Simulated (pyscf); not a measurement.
H₂B–PH• + hydrogen (H₂) -> H₂B–PH₂ + H atom (H•), a hydrogen abstraction (doublet surface; H–H broken, H–P formed). Single points on ωB97X-D3(BJ)/def2-SVP structures (PySCF, gas phase). Energies in kcal/mol from the separated reactants.

Small-basis levels: PySCF, no dispersion term, spherical d functions. AM1 to PM7: differences of heats of formation from MOPAC, which are fitted to 298 K values and so differ in kind from electronic energies by zero-point and thermal terms. Open shells are spin-unrestricted. 

| level | barrier | reaction energy |
|---|---|---|
| HF/STO-3G | 35.1 | +26.3 |
| HF/6-31G* | 25.5 | +16.0 |
| MP2/6-31G* | 23.1 | +14.8 |
| SVWN5/6-31G* | 11.2 | +16.7 |
| B3LYP/STO-3G | 28.4 | +31.5 |
| B3LYP/LANL2DZ | 25.8 | +27.4 |
| B3LYP/6-31G* | 22.8 | +22.6 |
| M06-2X/6-31G* | 23.8 | +19.9 |
| B3LYP/6-311+G** | 22.3 | +22.5 |
| B3LYP/def2-SVP | 19.9 | +20.3 |
| PM3 | 22.9 | +32.3 |
| PM6 | 39.9 | +47.3 |
| ωB97M-D3(BJ)/def2-TZVP | 22.4 | +19.0 |

Against the last row the barrier runs from -11.2 (SVWN5/6-31G*) to +17.5 kcal/mol (PM6). At SVWN5/6-31G*, B3LYP/STO-3G, B3LYP/LANL2DZ, B3LYP/6-311+G**, B3LYP/def2-SVP, PM3, PM6 this geometry lies under one side, so the entry may be no barrier of that level: it is a single point on another level's saddle. ωB97M-D3(BJ)/def2-TZVP has limits of its own. This is the saddle that the search found; another between the same sides may lie lower. The angle at the transferred H is 170°.
